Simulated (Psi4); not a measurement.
**C2H3B (BH2(CCH)) at TPSS/def2-SVPD**

Aim: the energy change on altering one bond length of C2H3B (BH2(CCH)) at TPSS/def2-SVPD, from 2 runs. The job is set up through a Python script.

The calculation is run with Psi4 1.11.

### 1 Starting point

C2H3B: 6 atoms, total charge 0, spin state singlet. As SMILES, `[H]B([H])C#C`. The coordinates come from a GFN2-xTB relaxation.

Bond lengths: B1–C4 1.497 Å, C4–C5 1.207 Å, B1–H2 1.170 Å, B1–H3 1.170 Å, C5–H6 1.052 Å. Angles: B1–C4–C5 179.9°, H2–B1–C4 119.5°, H3–B1–C4 119.5°, C4–C5–H6 179.8°, H2–B1–H3 121.0°.

### 2 A single-point energy at TPSS/def2-SVPD

c2h3b.py

```python
import psi4

psi4.set_memory('1600 MB')
psi4.set_num_threads(1)
psi4.core.set_output_file('run.log', False)

molecule = psi4.geometry("""
0 1
B
H 1 1.169592
H 1 1.169936 2 121.01588
C 1 1.49666 2 119.50238 3 179.95487
C 4 1.206993 2 153.77224 1 179.81391
H 5 1.052208 2 162.91536 1 179.91014
symmetry c1
""")

psi4.set_options({
    'reference': 'rks',
    'puream': True,
    'e_convergence': 1e-09,
    'd_convergence': 1e-08,
    'scf_type': 'pk',
    'dft_radial_points': 99,
    'dft_spherical_points': 590,
})

result = psi4.energy("tpss/def2-SVPD")
print(f'tpss/def2-SVPD energy: {result:.10f} Eh')
```

Started as:

```bash
$ python c2h3b.py
```

run.log:

```text
[...]
  Running in c1 symmetry.
[...]
  Nuclear repulsion =   47.010409741345271
[...]
  Multiplicity = 1
[...]
  Nalpha       = 10
  Nbeta        = 10
[...]
    Number of basis functions: 84
[...]
   @RKS iter   1:  -102.50425214541887   -4.45264e-01   6.98994e-03 ADIIS/DIIS
[...]
   @RKS iter  10:  -102.72912324764532   -2.66880e-11   6.08666e-09 DIIS
[...]
    Orbital Energies [Eh]
    ---------------------
    Doubly Occupied:
       1A    -10.023793     2A     -9.999180     3A     -6.620810
       4A     -0.700892     5A     -0.539550     6A     -0.479690
       7A     -0.363609     8A     -0.343192     9A     -0.286436
      10A     -0.255198
[...]
  @RKS Final Energy:  -102.72912324764532
   => Energetics <=
    Nuclear Repulsion Energy =             47.0104097413452706
    One-Electron Energy =                -229.2846710125504046
    Two-Electron Energy =                  95.5091838352133919
    DFT Exchange-Correlation Energy =     -15.9640458116535608
    Empirical Dispersion Energy =           0.0000000000000000
    VV10 Nonlocal Energy =                  0.0000000000000000
    Total Energy =                       -102.7291232476453189
[...]
 Multipole Moments:
 ------------------------------------------------------------------------------------
     Multipole            Electronic (a.u.)      Nuclear  (a.u.)        Total (a.u.)
 ------------------------------------------------------------------------------------
 L = 1.  Multiply by 2.5417464519 to convert [e a0] to [Debye]
 Dipole X            :         -0.0014654            0.0021488            0.0006834
 Dipole Y            :         -0.4870455            0.1319445           -0.3551010
 Dipole Z            :         -0.2740306            0.0721228           -0.2019078
 Magnitude           :                                                    0.4084898
[...]
```

Standard output:

```text
tpss/def2-SVPD energy: -102.7291232476 Eh
```

Wall time 25 s (1 thread of AMD EPYC 9R45 (Zen 5), shared host); peak memory 0.95 GiB.

### 3 The distorted shape: energy and gradient at TPSS/def2-SVPD

run.py

```python
import psi4

psi4.set_memory(1600000000)
psi4.set_num_threads(1)
psi4.core.set_output_file('output.dat', False)

geom = psi4.geometry("""
0 1
B
H 1 1.169592
H 1 1.169936 2 121.01588
C 1 1.49666 2 119.50238 3 179.95487
C 4 1.5691 2 153.77225 1 179.81391
H 5 1.052208 2 164.54653 1 179.92106
symmetry c1
""")

options = {'basis': 'def2-SVPD', 'reference': 'rks', 'puream': True, 'e_convergence': 1e-09, 'd_convergence': 1e-08, 'scf_type': 'pk', 'dft_radial_points': 99, 'dft_spherical_points': 590}
psi4.set_options(options)

e_tot, wfn = psi4.gradient("tpss", return_wfn=True)
psi4.oeprop(wfn, "DIPOLE", "MAYER_INDICES", "QUADRUPOLE", title="TPSS")
print('gradient / Eh bohr^-1')
print(e_tot.np.round(6))
print(f'energy = {wfn.energy():.10f} Eh')
for k, v in sorted(psi4.core.scalar_variables().items()):
    print(f'{k:45s} {v:18.10f}')
```

Started as:

```bash
$ python run.py
```

output.dat:

```text
[...]
  Running in c1 symmetry.
[...]
  Nuclear repulsion =   42.231045735081622
[...]
  Multiplicity = 1
[...]
  Nalpha       = 10
  Nbeta        = 10
[...]
    Number of basis functions: 84
[...]
   @RKS iter   1:  -102.37121340311472   -6.11073e-01   7.19689e-03 ADIIS/DIIS
[...]
   @RKS iter  13:  -102.61819535144524   -9.80549e-13   7.37568e-10 DIIS
[...]
    Orbital Energies [Eh]
    ---------------------
    Doubly Occupied:
       1A    -10.098733     2A    -10.077758     3A     -6.625732
       4A     -0.652890     5A     -0.569171     6A     -0.467839
       7A     -0.370517     8A     -0.344205     9A     -0.258570
      10A     -0.228830
[...]
  @RKS Final Energy:  -102.61819535144524
   => Energetics <=
    Nuclear Repulsion Energy =             42.2310457350816222
    One-Electron Energy =                -219.5087358496862180
    Two-Electron Energy =                  90.3698492418232462
    DFT Exchange-Correlation Energy =     -15.7103544786639056
    Empirical Dispersion Energy =           0.0000000000000000
    VV10 Nonlocal Energy =                  0.0000000000000000
    Total Energy =                       -102.6181953514452374
[...]
  -Total Gradient:
     Atom            X                  Y                   Z
    ------   -----------------  -----------------  -----------------
       1       -0.000055860197     0.016139933753     0.009247951958
       2        0.000022375591     0.000579311052    -0.017291636647
       3        0.000022458383    -0.014357958705     0.009323946757
       4       -0.000525977550     0.216032239596     0.122034336407
       5        0.000579117452    -0.240809934829    -0.136149211121
       6       -0.000042080484     0.022416176470     0.012834501517
[...]
 Multipole Moments:
 ------------------------------------------------------------------------------------
     Multipole            Electronic (a.u.)      Nuclear  (a.u.)        Total (a.u.)
 ------------------------------------------------------------------------------------
 L = 1.  Multiply by 2.5417464519 to convert [e a0] to [Debye]
 Dipole X            :         -0.0014649            0.0023806            0.0009157
 Dipole Y            :         -0.4504660            0.0367820           -0.4136840
 Dipole Z            :         -0.2539038            0.0184317           -0.2354721
 Magnitude           :                                                    0.4760067
 L = 2.  Multiply by 1.3450342976 to convert [e a0^2] to [Debye ang]
 Quadrupole XX       :        -14.6240723            0.0003030          -14.6237693
 Quadrupole XY       :          0.1681703           -0.1758047           -0.0076345
[...]
```

Standard output:

```text
gradient / Eh bohr^-1
[[-5.60000e-05  1.61400e-02  9.24800e-03]
 [ 2.20000e-05  5.79000e-04 -1.72920e-02]
 [ 2.20000e-05 -1.43580e-02  9.32400e-03]
 [-5.26000e-04  2.16032e-01  1.22034e-01]
 [ 5.79000e-04 -2.40810e-01 -1.36149e-01]
 [-4.20000e-05  2.24160e-02  1.28350e-02]]
energy = -102.6181953514 Eh
CURRENT ENERGY                                   -102.6181953514
CURRENT REFERENCE ENERGY                         -102.6181953514
DD SOLVATION ENERGY                                 0.0000000000
DFT FUNCTIONAL TOTAL ENERGY                      -102.6181953514
DFT TOTAL ENERGY                                 -102.6181953514
DFT VV10 ENERGY                                     0.0000000000
DFT XC ENERGY                                     -15.7103544787
GRID ELECTRONS ALPHA                                9.9999999467
GRID ELECTRONS BETA                                 9.9999999467
GRID ELECTRONS TOTAL                               19.9999998933
NUCLEAR REPULSION ENERGY                           42.2310457351
ONE-ELECTRON ENERGY                              -219.5087358497
PCM POLARIZATION ENERGY                             0.0000000000
PE ENERGY                                           0.0000000000
SCF ITERATION ENERGY                             -102.6181953514
SCF ITERATIONS                                     13.0000000000
SCF TOTAL ENERGY                                 -102.6181953514
TWO-ELECTRON ENERGY                                90.3698492418
XC GRID RADIAL POINTS                              99.0000000000
XC GRID SPHERICAL POINTS                          590.0000000000
XC GRID TOTAL POINTS                           338840.0000000000
```

Wall time 34 s (1 thread of AMD EPYC 9R45 (Zen 5), shared host); peak memory 0.94 GiB.

### 4 Summary of results

Level: TPSS/def2-SVPD.

```
                                                         quantity          value
                                        first shape: total energy  -102.72912 Eh
                                       first shape: dipole moment         1.04 D
                                         first shape: HOMO energy       -6.94 eV
                                         first shape: LUMO energy       -3.13 eV
                                       first shape: HOMO–LUMO gap        3.81 eV
                                    distorted shape: total energy  -102.61820 Eh
                                   distorted shape: dipole moment         1.21 D
                                     distorted shape: HOMO energy       -6.23 eV
                                     distorted shape: LUMO energy       -4.02 eV
                                   distorted shape: HOMO–LUMO gap        2.20 eV
                        distorted shape: largest force on an atom    14.225 eV/Å
energy change with the C4–C5 bond stretched from 1.207 to 1.569 Å       3.019 eV
```

What this shows: With the C4–C5 bond stretched from 1.207 to 1.569 Å the energy rises by 3.02 eV (291 kJ/mol). The first shape isn't relaxed at this level, so the change isn't measured from a minimum.
